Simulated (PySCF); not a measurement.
Species: CH₃O (charge -1).
Numbering: `[CH3:1][O-:2]` (hydrogens: H3, H4, H5 on C1)

The same species was optimised twice, with GFN2-xTB and with PBE0-D3(BJ)/def2-SVP (PySCF), and the same property calculations (PySCF, gas phase) were run on both structures.

| coordinate | GFN2-xTB | PBE0-D3(BJ)/def2-SVP | change |
| --- | --- | --- | --- |
| C1–H3 (Å) | 1.157 | 1.173 | +0.016 |
| C1–H5 (Å) | 1.157 | 1.173 | +0.016 |
| C1–H4 (Å) | 1.157 | 1.172 | +0.015 |
| C1–O2 (Å) | 1.294 | 1.289 | -0.005 |
| H3–C1–H5 (°) | 102.5 | 99.1 | -3.4 |
| H3–C1–H4 (°) | 102.5 | 99.1 | -3.4 |
| H4–C1–H5 (°) | 102.5 | 99.2 | -3.3 |
| O2–C1–H5 (°) | 115.8 | 118.5 | +2.7 |
| O2–C1–H3 (°) | 115.8 | 118.5 | +2.7 |
| O2–C1–H4 (°) | 115.8 | 118.5 | +2.7 |

Rotational constants: A = 154020, B = 29178, C = 29178 MHz (GFN2-xTB) against A = 157367, B = 28738, C = 28736 MHz (PBE0-D3(BJ)/def2-SVP). Point groups within 0.08 Å: C3v and C3v.

On the GFN2-xTB structure: HOMO (eV) 1.47 [PBE0/pcSseg-1]; LUMO (eV) 7.20 [PBE0/pcSseg-1]; GIAO shielding of C1 (ppm) 109.9 [PBE0/pcSseg-1]; GIAO shielding of O2 (ppm) 256.3 [PBE0/pcSseg-1].

Task: What do these properties become on the PBE0-D3(BJ)/def2-SVP structure?

Result: 
```
                                    property          level  on GFN2-xTB  on PBE0-D3(BJ)/def2-SVP  change
                                   HOMO (eV)  PBE0/pcSseg-1         1.47                     1.26   -0.21
                                   LUMO (eV)  PBE0/pcSseg-1         7.20                     7.10   -0.10
energy, GFN2-xTB geometry as zero (kcal/mol)  PBE0/pcSseg-1          0.0                     -0.4    -0.4
                  GIAO shielding of C1 (ppm)  PBE0/pcSseg-1        109.9                    113.0    +3.1
                  GIAO shielding of O2 (ppm)  PBE0/pcSseg-1        256.3                    265.8    +9.5
```

The heavy atoms differ by 0.002 Å rms after alignment. Among all bonds C1–H3, C1–H4 and C1–H5 change most and about equally (+0.015 to +0.016 Å). Changes are differences of the printed values. Neither structure is proved a minimum here. Geometry: PBE0-D3(BJ)/def2-SVP; no solvent, vibrations or thermal averaging.
